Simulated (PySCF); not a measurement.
Molecule: SMILES FCCF, C$_{2}$H$_{4}$F$_{2}$.

Numbering as in the mapped SMILES `[F:1][CH2:2][CH2:3][F:4]` (H(Xn): hydrogen on atom n).

Spin–spin couplings on one PBE0-D3(BJ)/def2-SVP geometry, PySCF 2.14.0 with density-fitted response routines, gas phase, non-relativistic, equivalent pairs averaged; isotopes $^{19}$F, $^{1}$H; basis pcJ-1.

Reference values (Hz): $^{2}J$(F1,H(C2)) = 47.9 (measured; solution, CH2Cl2; Gryff-Keller and Szczecinski, RSC Adv. 2016, 6, 82783); $^{2}J$(H(C2),H(C2)) = -11.8 (measured; solution, CH2Cl2; Gryff-Keller and Szczecinski, RSC Adv. 2016, 6, 82783); $^{3}J$(F1,F4) = -10.7 (measured; solution, CH2Cl2; Gryff-Keller and Szczecinski, RSC Adv. 2016, 6, 82783).

Task: How do the couplings (Hz) change with the functional? Times are CPU seconds on shared hosts with different chips, so compare them loosely.

Result: 
```
functional  functions  $^{2}J$(F1,H(C2))  $^{2}J$(H(C2),H(C2))  $^{3}J$(F1,F4)  mean abs. error  core-s
        HF        148               66.5                 -26.0           -17.5             13.2     4.8
       LDA        148               39.8                  -8.3           -13.2              4.7     4.5
       PBE        148               49.7                 -11.0           -12.1              1.3     7.4
       KT2        148               50.4                 -15.5           -11.3              2.2     7.6
     B3LYP        148               55.1                 -12.4           -11.7              2.9      18
      PBE0        148               53.5                 -12.9           -11.1              2.4     8.4
     B97-2        148               47.3                 -11.3           -10.8              0.4     8.3
 BHandHLYP        148               61.6                 -15.4           -11.9              6.2     9.3
 CAM-B3LYP        148               54.3                 -12.8           -11.6              2.8      11
```

Errors compare magnitudes, without vibrational corrections, and the largest couplings weigh most in the mean. Closest: B97-2; furthest: HF.
